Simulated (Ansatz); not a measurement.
**SiNHO (triplet): from Hartree-Fock to the top rungs, def2-QZVPP**

One table from this session's results is given with a row withheld; the runs are named, their logs left out.

Program: Ansatz 0.2.0, Gaussian basis. Level of theory: def2-QZVPP, core rule «outside noble gas», up to 7 orbitals frozen. These are calculated values, not measurements.

To be run: UHF; ROHF; CCSD(T) on UHF.

2 further runs of the same task are left out: 2 set aside as unsound or not needed. Runs told in other sessions of the task aren't counted.

## What is computed

The geometry is a PBE0/def2-TZVP stationary point (not a proven minimum) of the parent state, kept for this charge and spin.

4 atoms, charge 0, spin multiplicity 3.

Atoms are counted from 1 here; the program's logs count them from 0.

Bond lengths: N1–Si2 1.558 Å, N1–H4 1.005 Å, Si2–O3 1.509 Å. Angles: Si2–N1–H4 132.8°, N1–Si2–O3 168.2°.

The first run:

Input file in.yaml:

```yaml
crystal:
  periodic: [false, false, false]
  atoms:
    - {symbol: N, position_ang: [0.000012, -0.239716, 0.953850]}
    - {symbol: Si, position_ang: [0.000042, -0.027109, -0.589510]}
    - {symbol: O, position_ang: [-0.000001, -0.130416, -2.095112]}
    - {symbol: H, position_ang: [-0.000052, 0.397241, 1.730772]}
basis:
  gaussian: {orbitals: "def2-QZVPP.json"}
magnetization: {spin_polarized: true, initial_magnetization: 2}
hamiltonian: {xc: hf}
output: {orbitals: {seedname: orbitals}}
```

The run is started by

```bash
$ ansatz run in.yaml --threads 1 --pin off --events-out ev --progress --plain --max-ram 2393MiB
```

Steps of the session up to this table: UHF; ROHF; CCSD(T) on UHF.

One table of the session follows, with a row left open; its other results are not shown here.

```
  method  from UCCSD(T) (meV)
    ROHF             +16005.6
     UHF             +15808.8
    UMP2                    ?
   UCCSD               +782.1
UCCSD(T)                    0
```

Q: Estimate the row for UMP2 from the others.

**Answer.** from UCCSD(T) (meV): +978.2. In the column «from UCCSD(T) (meV)» it lies between UCCSD (+782.1) and UHF (+15808.8).
